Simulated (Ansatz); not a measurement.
Counterpoise correction, worked out

The pair of SiH$_{4}$ (SMILES [SiH4], atoms 1–5) and SiH$_{3}$Cl (SMILES [SiH3]Cl, atoms 6–10), both closed shells, in one local arrangement (a lower one may exist), relaxed at PBE0-D4/def2-TZVP:

Si1  (0.066, 0.080, -2.043)
H2  (-1.321, 0.525, -2.324)
H3  (0.042, -1.050, -1.077)
H4  (0.853, 1.200, -1.470)
H5  (0.706, -0.378, -3.303)
Si6  (0.021, -0.154, 2.097)
Cl7  (-1.388, 1.071, 1.237)
H8  (0.049, 0.125, 3.551)
H9  (1.336, 0.143, 1.486)
H10  (-0.364, -1.562, 1.846)
(Å)

Program: Ansatz 0.2.0. Basis: def2-TZVPPD. Cores are frozen in the correlated methods.

MP2 total energies in eV:

| system | geometry | basis functions | energy |
| --- | --- | --- | --- |
| pair | pair | all | -28353.62293 |
| SiH$_{4}$ | as in the pair | all (partner as ghosts) | -7929.47273 |
| SiH$_{3}$Cl | as in the pair | all (partner as ghosts) | -20424.09506 |
| SiH$_{4}$ | as in the pair | its own | -7929.46748 |
| SiH$_{3}$Cl | as in the pair | its own | -20424.08236 |
| SiH$_{4}$ | free (PBE0-D4 minimum) | its own | -7929.46795 |
| SiH$_{3}$Cl | free (PBE0-D4 minimum) | its own | -20424.08225 |

Q: Work out the interaction energy with and without the counterpoise correction, the superposition error, and the binding energy from the relaxed fragments.

A: Without correction: -28353.62293 − (-7929.46748) − (-20424.08236) = -0.07309 eV.
With correction (each fragment in the whole basis): -28353.62293 − (-7929.47273) − (-20424.09506) = -0.05514 eV = -1.27 kcal/mol.
The superposition error is the difference, 0.01795 eV, 25 % of the uncorrected value: each fragment borrows its partner's functions.
Deformation from the free shapes: 0.00047 eV for SiH$_{4}$ and -0.00011 eV for SiH$_{3}$Cl (a small negative value is possible, since the free shapes are minima of another method).
Binding energy from relaxed fragments: -0.05514 + 0.00047 + (-0.00011) = -0.05478 eV = -1.26 kcal/mol (electronic, without zero-point energy; negative means bound). For comparison, the corrected interaction energy by CCSD(T) at an estimated basis limit (MP2 extrapolated from triple and quadruple zeta, plus CCSD(T) − MP2 in triple zeta) is -0.068 eV.

No T1 diagnostic of these runs exceeds 0.011.

For scale, one of the runs: CCSD(T)/def2-TZVPPD, 266 basis functions, launched by `ansatz run in.yaml --threads 4 --pin off --events-out ev --progress --plain --max-ram 9574MiB`. The run took 70 s on 4 CPU threads of an Intel Xeon Platinum 8259CL (shared host), with 5.9 GiB of host memory at its peak.
